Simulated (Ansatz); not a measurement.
# What each rung costs, and what it gives

Saddle point of CH6N, doublet (CH₅N ([CH3][NH2]) + H → CH₄N ([CH2][NH2]) + H₂; bonds formed: H1–H4; bonds broken: H1–C2), PBE0-D4/def2-TZVP structure:

```json
{"atom": "H1", "x (Å)": "-0.7260", "y (Å)": "-0.8523", "z (Å)": "-0.1425"}
{"atom": "C2", "x (Å)": "-0.1698", "y (Å)": "0.2165", "z (Å)": "-0.4504"}
{"atom": "N3", "x (Å)": "0.8138", "y (Å)": "0.6431", "z (Å)": "0.4728"}
{"atom": "H4", "x (Å)": "-1.2007", "y (Å)": "-1.7775", "z (Å)": "0.1328"}
{"atom": "H5", "x (Å)": "0.2531", "y (Å)": "0.0127", "z (Å)": "-1.4347"}
{"atom": "H6", "x (Å)": "-0.9956", "y (Å)": "0.9249", "z (Å)": "-0.5256"}
{"atom": "H7", "x (Å)": "1.5857", "y (Å)": "-0.0028", "z (Å)": "0.5568"}
{"atom": "H8", "x (Å)": "0.4394", "y (Å)": "0.8355", "z (Å)": "1.3908"}
```

Barriers are electronic and count from the start structure reached by relaxing down the imaginary mode. Spin–orbit coupling is left out.

Computed with Ansatz 0.2.0 (basis: as named in each row); correlated methods freeze the cores; orbitals are unrestricted. B3LYP uses VWN-RPA correlation. Extrapolation: Hartree–Fock as exp(−7.88 √X), correlation as X^−2.97.

Times are rough, for one single point on 2 threads of a shared host (Arm Neoverse V2).

The estimate by CCSD(T) at an estimated basis limit (MP2 extrapolated from triple and quadruple zeta, plus CCSD(T) − MP2 in triple zeta) is 0.306 eV.

```
      method       basis  time (s)  barrier (eV)  method less estimate
          HF      STO-3G   under 1         0.853                 0.547
       SPW92    def2-SVP   under 1        -0.326                -0.632
      PBE-D4      STO-3G   under 1        -0.245                -0.552
    B3LYP-D4       6-31G   under 1        -0.037                -0.343
      PBE-D4    def2-SVP   under 1        -0.090                -0.396
     PBE0-D4    def2-SVP   under 1         0.086                -0.221
       SPW92  def2-TZVPP   under 1        -0.262                -0.568
     CCSD(T)    def2-SVP         1         0.371                 0.065
      PBE-D4  def2-TZVPP         1        -0.034                -0.341
     BLYP-D4  def2-TZVPP         1        -0.102                -0.408
     PBE0-D4  def2-TZVPP         2         0.120                -0.186
    B3LYP-D4  def2-TZVPP         2         0.022                -0.284
    BHLYP-D4  def2-TZVPP         2         0.196                -0.110
CAM-B3LYP-D4  def2-TZVPP         2         0.116                -0.190
    PBE-QIDH  def2-TZVPP         2         0.310                 0.003
      B2PLYP  def2-TZVPP         2         0.193                -0.113
  RPA on PBE  def2-TZVPP         2         0.309                 0.003
   r2SCAN-D4  def2-TZVPP         2        -0.044                -0.351
  r2SCAN0-D4  def2-TZVPP         3         0.064                -0.242
     wB97M-V    def2-SVP         3         0.208                -0.098
      B97M-V  def2-TZVPP         5         0.048                -0.258
     wB97M-V  def2-TZVPP         5         0.255                -0.052
     wB97X-V  def2-TZVPP         5         0.264                -0.042
         MP2  def2-QZVPP         6         0.466                 0.159
     CCSD(T)  def2-TZVPP        28         0.329                 0.023
```

All methods are single points on the PBE0-D4 structures; a negative value means that the method puts the saddle structure below the start.

The T1 diagnostic stays at or below 0.016. ⟨S²⟩ of the unrestricted Hartree–Fock references: 0.75 to 0.78 (a pure state has 0.75).

Labels in which every atom is bracketed show which atoms are joined, not bond orders.
